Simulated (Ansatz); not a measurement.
Input file:

```yaml
crystal:
  periodic: [false, false, false]
  atoms:
    - {symbol: Sn, position_ang: [0.000000, 0.000000, 0.058533]}
    - {symbol: H, position_ang: [0.000000, 0.000000, -1.772467]}
    - {symbol: H, position_ang: [0.000000, 0.000000, 1.713933]}
basis:
  gaussian: {orbitals: def2-SVP}
total_charge: 1
magnetization: {spin_polarized: false, initial_magnetization: 1}
correlation: {method: fic_mrcisd_q, electrons: outside_noble_gas, active_space: {window: {electrons: 3, orbitals: 3}}}
```

```sh
$ ansatz run in.yaml --threads 1 --pin off --events-out ev --progress --plain --max-ram 2393MiB
```

The program prints:

```
444 factors; integrals over basis functions are off by at most 5.6e-4 eV
mean field evaluation 1: about -5826.6995 eV, gradient 6.1e0 eV
mean field evaluation 2: about -5826.7102 eV, gradient 6.1e0 eV
mean field evaluation 4: about -5826.9604 eV, gradient 2.0e-1 eV
mean field evaluation 8: about -5826.9604 eV, gradient 4.2e-4 eV
mean field evaluation 16: about -5826.9605 eV, gradient 1.5e-4 eV
mean field evaluation 32: about -5826.0172 eV, gradient 8.2e-1 eV
mean field evaluation 64: about -5826.9298 eV, gradient 6.3e-1 eV
mean field -5826.96044992 eV, -214.1368468788 hartree, gradient 3.1e-6 eV, S^2 0.750000; 9 other end points of the search recorded, 0 dependent functions left out
reference -5826.96044992 eV, -214.1368468788 hartree; 12, 11 occupied and 24, 25 virtual orbitals, 444 factors
state -5827.62199802 eV, -214.1611583233 hartree
contracted CI cycle   1: correlation 0.00000000 eV, 0.0000000000 hartree, residual 8.49e0 eV
contracted CI cycle   2: correlation -1.50627729 eV, -0.0553546692 hartree, residual 1.80e0 eV
contracted CI cycle   3: correlation -1.58626273 eV, -0.0582940800 hartree, residual 6.03e-1 eV
contracted CI cycle   4: correlation -1.59535065 eV, -0.0586280552 hartree, residual 2.23e-1 eV
contracted CI cycle   5: correlation -1.59645175 eV, -0.0586685198 hartree, residual 6.85e-2 eV
contracted CI cycle   6: correlation -1.59655980 eV, -0.0586724905 hartree, residual 2.57e-2 eV
contracted CI cycle   7: correlation -1.59657332 eV, -0.0586729872 hartree, residual 8.69e-3 eV
contracted CI cycle   8: correlation -1.59657486 eV, -0.0586730438 hartree, residual 2.85e-3 eV
contracted CI cycle   9: correlation -1.59657505 eV, -0.0586730509 hartree, residual 9.70e-4 eV
state -5827.62199802 eV, -214.1611583233 hartree; corrected -5829.29709898 eV, -214.2227171479 hartree
Total energy: -5829.29709898 eV, -214.2227171479 hartree
```

For the same geometry and basis full CI lies 12.0 meV higher.

Ran on 1 thread of Intel Xeon Platinum 8488C, shared host: 1.3 s wall, 0.14 GiB peak host memory.
